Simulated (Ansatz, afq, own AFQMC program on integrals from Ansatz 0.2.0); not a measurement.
BH$_{3}$ + Si, triplet in cc-pVTZ along one coordinate

```xyz
5

B    -1.9865    0.0000    0.0000
H    -2.5832    1.0336    0.0000
H    -2.5832   -1.0336    0.0000
H    -0.7930    0.0000    0.0000
Si    0.9785    0.0000    0.0000
```

A hydrogen atom is moved from one rigid fragment to the other; the B1–H4 distance tells how far. The two fragments are held close together, so this isn't a minimum-energy path and the start is a compressed complex. Energies in kJ/mol count from this geometry (1.194 Å) at the same level; the start stands on UHF, each point on the determinant named.

Basis cc-pVTZ. Only valence electrons are correlated. Integrals, coupled cluster, full CI and functionals: Ansatz 0.2.0; the random walks run on the same integrals in our own AFQMC program. ph-AFQMC/CISD is guided by a CISD state made of CCSD amplitudes; releasing the constraint for a short imaginary time cuts its bias at the price of noise, slowly where states lie close. Uncertainties: one standard error, sampling alone.

Cautions, each for one point or more: higher spins were not checked; lower spins were not checked; raised T1 diagnostic.

```json
{"r(B1–H4) / Å": "1.288", "det.": "UHF", "T1": "0.033", "weight": "0.86", "⟨S²⟩": "2.04", "CCSD(T)": "9.9", "ph-AFQMC/CISD": "8.3 ± 0.7", "CCSDT(Q)": "9.4", "wB97M-V": "11.6", "B3LYP": "8.1"}
{"r(B1–H4) / Å": "1.336", "det.": "UHF", "T1": "0.035", "weight": "0.85", "⟨S²⟩": "2.04", "CCSD(T)": "21.2", "ph-AFQMC/CISD": "19.6 ± 0.7", "CCSDT(Q)": "20.3", "wB97M-V": "23.7", "B3LYP": "18.3"}
{"r(B1–H4) / Å": "1.383", "det.": "UHF", "T1": "0.038", "weight": "0.85", "⟨S²⟩": "2.04", "CCSD(T)": "35.7", "ph-AFQMC/CISD": "35.3 ± 0.7", "CCSDT(Q)": "34.5", "wB97M-V": "39.0", "B3LYP": "31.6"}
{"r(B1–H4) / Å": "1.430", "det.": "UHF", "T1": "0.042", "weight": "0.84", "⟨S²⟩": "2.04", "CCSD(T)": "53.5", "ph-AFQMC/CISD": "53.2 ± 0.7", "CCSDT(Q)": "51.8", "wB97M-V": "57.5", "B3LYP": "48.0"}
{"r(B1–H4) / Å": "1.525", "det.": "UHF", "T1": "0.050", "weight": "0.83", "⟨S²⟩": "2.04", "CCSD(T)": "99.8", "ph-AFQMC/CISD": "99.6 ± 0.7", "CCSDT(Q)": "96.9", "wB97M-V": "104.8", "B3LYP": "91.4"}
```

Weight is that of the determinant in the CISD state; at the start T1 is 0.028 and the weight 0.87, and ⟨S²⟩ is 2.04. Largest departures from CCSDT(Q), at the points where its series has closed: CCSD(T) 1.7 kJ/mol at 1.430 (on UHF), ph-AFQMC/CISD 1.4 kJ/mol at 1.430 (on UHF), wB97M-V 5.8 kJ/mol at 1.430, B3LYP -3.7 kJ/mol at 1.430. Functionals count only at points shown to share the start's state and spin. In total energy ph-AFQMC/CISD lies 20 ± 5 meV above CCSDT(Q) at the start, so its agreement along the curve rests in part on cancellation.

Some points may be missing: those where a free walk finds a much lower state, and past Zn most of those on another determinant than at the start.

A walk keeps the symmetry of its determinant, which the program's search chose and which needn't be the lowest solution, so a lower state of the same spin and another symmetry isn't excluded.
